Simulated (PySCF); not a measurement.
butadiene (C4H6), SMILES C=CC=C. The structure is a stationary point at PBE-D3(BJ)/def2-SVP. Other conformers were not sampled.

Computed equilibrium geometry at PBE-D3(BJ)/def2-SVP (PySCF confirms it by a frequency run) as bond lengths and angles, and its point group (one conformer of several):
point group C2h.
Atoms: C1 C2 C3 C4 H5 H6 H7 H8 H9 H10. Bond lengths (Å): C1–C2 1.352, C1–H5 1.103, C1–H6 1.100, C2–C3 1.456, C2–H7 1.105, C3–C4 1.352, C3–H8 1.105, C4–H9 1.100, C4–H10 1.103. Angles (°): C2–C1–H5 121.1, C2–C1–H6 121.7, H5–C1–H6 117.2, C1–C2–C3 124.4, C1–C2–H7 119.3, C3–C2–H7 116.3, C2–C3–C4 124.4, C2–C3–H8 116.3, C4–C3–H8 119.3, C3–C4–H9 121.7, C3–C4–H10 121.1, H9–C4–H10 117.2.
Charge 0, spin multiplicity 1.
